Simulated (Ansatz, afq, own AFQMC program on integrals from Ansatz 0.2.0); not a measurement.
**Ge₂H₃, doublet in cc-pVDZ, levels against AFQMC with the constraint released**

```yaml
atoms:
  - { symbol: Ge, position_ang: [-0.0020, 0.0000, 1.2075] }
  - { symbol: Ge, position_ang: [-0.0014, 0.0000, -1.2815] }
  - { symbol: H, position_ang: [1.5002, 0.0000, 1.5882] }
  - { symbol: H, position_ang: [-0.6286, 1.2435, 1.8741] }
  - { symbol: H, position_ang: [-0.6287, -1.2435, 1.8741] }
```

Connectivity, by distances: GeH3–Ge.

Basis cc-pVDZ. Noble-gas cores (and the filled d shells of Ga–Kr and In–Xe) are frozen. AFQMC by an in-house program on the Cholesky factors that Ansatz 0.2.0 writes for its CCSD(T) run. The CISD trial takes its coefficients from CCSD amplitudes. Released means that phaseless walkers are propagated on without the constraint, phases kept. Free AFQMC starts from the CCSD state and is never constrained. Its projection time is finite, and what remains of the start isn't in its error. Error bars are statistical, one sigma. No spin–orbit coupling.

Determinant: UHF, the one that the program's search chose, which needn't be the lowest solution. The geometry is a point of a scan.

No full CI on the walks' own integrals is used here. The released AFQMC energy serves as the reference, which it does only where one determinant dominates, the energy is flat over the last release times and near the phaseless one (40 meV or 2 meV an electron, half that with transition metals). On small molecules, where full CI could be run and the noise was under 10 meV, such values lay within 10 meV of it in 19 cases of 20, a flattering rate, since the rule was set on those same cases; what remains of the bias isn't in the error bar.

Cautions: no relativity below Rb; no spin-orbit coupling; inner d shell frozen; the ph-AFQMC/CISD walk drifts between its halves (2.4 errors); the released value is read at 2.40 1/Eh with a noise of 11 meV, more than in the cases checked (meV from the phaseless value at times in 1/Eh: -14 ± 11 at 0.24, -12 ± 12 at 0.51, -17 ± 10 at 0.99, -29 ± 10 at 1.62, -9 ± 11 at 2.40).

* T1 diagnostic: 0.0226
* weight of the determinant in the CISD state: 0.864
* ⟨S²⟩ of the determinant: 0.780
* size of the correlated space: 11 electrons in 41 orbitals

```
  level  correlation energy (eV)
    MP2                  -4.1893
   CCSD                  -5.3172
CCSD(T)                  -5.4506
```

(1) Estimate where free-projection AFQMC lies against CCSD(T) on the same integrals.

(1) 22.9 ± 10.0 meV below CCSD(T).

Reference: AFQMC with the constraint released, correlation energy -5.483 ± 0.011 eV.

```csv
level,E − E(reference) (meV),share of correlation (%)
CCSD(T),31.9 ± 11.2,99.42
ph-AFQMC/CISD,8.6 ± 15.4,99.84
free AFQMC,9.0 ± 15.0,99.84
```

Free projections are given only where their last times agree within the noise and don't stop above the reference; a slow remainder of the start can still hide under it. A walk keeps the symmetry of its determinant, which the program's search chose and which needn't be the lowest solution, so a lower state of the same spin and another symmetry isn't excluded. Released energies are given only where the last usable release times agree within the noise; a slower fall can still hide under it.
